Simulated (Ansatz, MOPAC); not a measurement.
Process, species as SMILES: OC (CH4O) [methanol] + [H][H] (H2) → C (CH4) + O (H2O)

Wanted: energy of full hydrogenation (enthalpy at 298 K), in kcal/mol. Set-up: no dispersion term unless named; LANL2DZ all-electron up to Ne; non-relativistic; spin-orbit terms left out. First-principles rows: single points at B3LYP-D3(BJ) geometries (Ansatz, an electronic-structure program), with unscaled harmonic terms from B3LYP/6-31G* at its own minima. Semi-empirical rows: MOPAC heats of formation at their own minima for 298 K.

```json
[
 {"species": "CO (CH4O)", "coefficient": "-1", "E at B3LYP/LANL2DZ (Ansatz), Eh": "-115.70697", "E at wB97M-V/def2-TZVPD (Ansatz), Eh": "-115.71687", "H(298 K) - E, kcal/mol": "34.95", "heat of formation at MNDO (MOPAC), kcal/mol": "-57.38"},
 {"species": "[H][H] (H2)", "coefficient": "-1", "E at B3LYP/LANL2DZ (Ansatz), Eh": "-1.17442", "E at wB97M-V/def2-TZVPD (Ansatz), Eh": "-1.16077", "H(298 K) - E, kcal/mol": "8.44", "heat of formation at MNDO (MOPAC), kcal/mol": "0.72"},
 {"species": "C (CH4)", "coefficient": "+1", "E at B3LYP/LANL2DZ (Ansatz), Eh": "-40.51439", "E at wB97M-V/def2-TZVPD (Ansatz), Eh": "-40.49098", "H(298 K) - E, kcal/mol": "30.76", "heat of formation at MNDO (MOPAC), kcal/mol": "-11.96"},
 {"species": "O (H2O)", "coefficient": "+1", "E at B3LYP/LANL2DZ (Ansatz), Eh": "-76.41319", "E at wB97M-V/def2-TZVPD (Ansatz), Eh": "-76.43347", "H(298 K) - E, kcal/mol": "15.65", "heat of formation at MNDO (MOPAC), kcal/mol": "-60.95"}
]
```

Measured values: Active Thermochemical Tables 1.112 (ions: stationary electron), as tabulated in the package chemicals; they hold spin-orbit and core effects, anharmonicity.  Value to compare with, the measured value: -27.6 kcal/mol. 1 Eh = 627.5095 kcal/mol.

Problem. Work the quantity out at each level, and compare with the measured value.

Solution. 
- B3LYP/LANL2DZ: the sum of coefficient times E is -0.04619 Eh, or -28.98 kcal/mol; the thermal terms add 3.02. Result: -26.0 kcal/mol. Its error against the measured value is 1.6 kcal/mol.
- wB97M-V/def2-TZVPD: the sum of coefficient times E is -0.04681 Eh, or -29.37 kcal/mol; the thermal terms add 3.02. Result: -26.4 kcal/mol. Its error against the measured value is 1.2 kcal/mol.
- MNDO: the sum of coefficient times heat of formation is -16.25 kcal/mol; it needs no thermal term. Its error against the measured value is 11.4 kcal/mol.
